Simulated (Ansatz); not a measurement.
α-N2 was calculated with LDA in Ansatz (PAW).

Settings: plane-wave cutoff 500 eV, 4×4×4 k mesh, gaussian smearing 0.02 eV, scalar-relativistic PAW data made under PBE.

Computed at the level's own relaxed cell.

Task: Estimate the equilibrium volume per atom and lattice constant a that the calculation returns.

Result: 
* **equilibrium volume per atom**: 17.82 Å³/atom
* **lattice constant a**: 5.224 Å

Measured, for comparison: equilibrium volume per atom 22.47 Å³/atom (4 K, zero-point motion not removed; as tabulated in Wyckoff, Crystal Structures 1 (1963), as in the American Mineralogist Crystal …); lattice constant a 5.644 Å (4 K, zero-point motion not removed, our sources range from 5.644 to 5.667; as tabulated in Wyckoff, Crystal Structures 1 (1963), as in the American Mineralogist Crystal …). Computed (rounded) less measured: equilibrium volume per atom -20.7 %, lattice constant a -7.4 % (-7.4 % to -7.8 % over the range).

Ansatz is a quantum-chemistry and plane-wave program.
